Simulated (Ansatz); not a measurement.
**C₂HFO₂: basis-set convergence**

The task here is to estimate one member of a computed series from the others.

Method: one geometry, several basis sets; program: Ansatz 0.2.0, Gaussian basis.

The runs, in order: PBE0-D4/def2-SVP; ωB97M-V/def2-SVP; PBE0-D4/def2-QZVPP; ωB97M-V/def2-QZVPP; the functionals' def2-TZVPP values are taken from earlier runs.

## The geometry

The geometry comes from an earlier relaxation with PBE0-D4 in a triple-zeta def2 set; it is a stationary point.

6 atoms, charge 0, spin multiplicity 1.

Atoms are counted from 1 here; the program's logs count them from 0.

Bond lengths: O1–C2 1.178 Å, C2–O3 1.338 Å, C2–C4 1.443 Å, O3–C4 1.463 Å, C4–F5 1.331 Å, C4–H6 1.086 Å. Angles: O1–C2–O3 138.9°, O1–C2–C4 157.7°, O3–C2–C4 63.4°, C2–O3–C4 61.8°, C2–C4–O3 54.8°, C2–C4–F5 120.5°, C2–C4–H6 125.4°, O3–C4–F5 114.3°, O3–C4–H6 114.7°, F5–C4–H6 112.2°.

Set-up of the first run:

Input file in.yaml:

```yaml
crystal:
  periodic: [false, false, false]
  atoms:
    - {symbol: O, position_ang: [-0.635221, -1.919214, 0.071682]}
    - {symbol: C, position_ang: [-0.117123, -0.862431, 0.028330]}
    - {symbol: O, position_ang: [1.094416, -0.341020, -0.198810]}
    - {symbol: C, position_ang: [-0.014315, 0.576284, 0.067382]}
    - {symbol: F, position_ang: [-0.383997, 1.307764, -0.981212]}
    - {symbol: H, position_ang: [0.098439, 1.174517, 0.966528]}
basis:
  gaussian: {orbitals: def2-SVP}
hamiltonian: {xc: pbe0, dispersion: d4}
output: {orbitals: {seedname: orbitals}}
```

Among the steps run: PBE0-D4 in def2-SVP; ωB97M-V in def2-SVP; PBE0-D4 in def2-QZVPP; ωB97M-V in def2-QZVPP.

One table of the session follows, with a row left open; its other results are not shown here.

It belongs to the step «Density functionals: the series». 

```
functional       basis  HOMO (eV)
   PBE0-D4    def2-SVP      -8.47
   PBE0-D4  def2-TZVPP      -8.60
   PBE0-D4  def2-QZVPP      -8.64
   ωB97M-V    def2-SVP     -10.81
   ωB97M-V  def2-TZVPP     -10.96
   ωB97M-V  def2-QZVPP          ?
```

Estimate the missing values for ωB97M-V, def2-QZVPP.

**Answer.** HOMO (eV): -11.00. In the column «HOMO (eV)» it is the lowest.
